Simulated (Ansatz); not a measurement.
Input file:

```yaml
crystal:
  periodic: [false, false, false]
  atoms:
    - {symbol: W, position_ang: [0.000000, 0.000000, 0.000000]}
    - {symbol: F, position_ang: [0.000000, 0.000000, 1.827922]}
basis:
  gaussian: {orbitals: def2-SVP}
magnetization: {spin_polarized: true, initial_magnetization: 3}
correlation: {method: mp2, electrons: valence}
output: {forces: true}
```

```sh
$ ansatz run in.yaml --threads 1 --pin off --events-out ev --progress --plain --max-ram 2393MiB
```

Log:

```
443 factors; integrals over basis functions are off by at most 1.0e-3 eV
mean field evaluation 1: about -4506.4173 eV, gradient 1.8e1 eV
mean field evaluation 2: about -4506.5089 eV, gradient 1.8e1 eV
mean field evaluation 4: about -4508.6229 eV, gradient 3.4e0 eV
mean field evaluation 8: about -4508.9589 eV, gradient 6.3e-1 eV
mean field evaluation 16: about -4509.0168 eV, gradient 1.9e-6 eV
mean field evaluation 32: about -4509.0206 eV, gradient 1.7e-2 eV
mean field evaluation 64: about -4509.0168 eV, gradient 2.5e-2 eV
mean field evaluation 96: about -4508.0446 eV, gradient 3.8e0 eV
mean field evaluation 128: about -4508.5216 eV, gradient 6.6e-1 eV
mean field evaluation 160: about -4508.9614 eV, gradient 8.8e-1 eV
mean field evaluation 192: about -4509.0184 eV, gradient 5.3e-2 eV
mean field evaluation 224: about -4509.0168 eV, gradient 5.7e-3 eV
mean field evaluation 256: about -4509.0044 eV, gradient 4.8e-1 eV
mean field evaluation 288: about -4507.3528 eV, gradient 1.5e0 eV
mean field evaluation 320: about -4506.4162 eV, gradient 1.8e1 eV
mean field -4509.02059763 eV, -165.7034506389 hartree, gradient 5.4e-6 eV, S^2 4.218244; 21 other end points of the search recorded, 0 dependent functions left out
1 core orbitals not correlated: weight in the atoms' cores, before any rotation towards them, 1.000 or more for the frozen orbitals, at most 0.000 for the correlated occupied ones
reference -4509.02059763 eV, -165.7034506389 hartree; 12, 9 occupied and 33, 36 virtual orbitals, 443 factors
second order -10.80131372 eV of doubles, -0.00000000 eV of singles
the calculation of the forces begins
mean field evaluation 352: about -4508.8949 eV, gradient 6.4e-1 eV
Total energy: -4519.82191135 eV, -166.1003915968 hartree
Atom 0 at     0.000000     0.000000     0.000000 Å, force    -0.000000     0.000001    -0.111903 eV/Å
Atom 1 at     0.000000     0.000000     1.827922 Å, force     0.000000    -0.000001     0.111903 eV/Å
Dipole moment:     0.000000     0.001261    -0.503013 e Å
```

Forces (eV/Å):
```
W    0.000  0.000 -0.112
F    0.000  0.000  0.112
```

Ran on 1 thread of Arm Neoverse V2, shared host: 2.6 s wall, 0.09 GiB peak host memory.
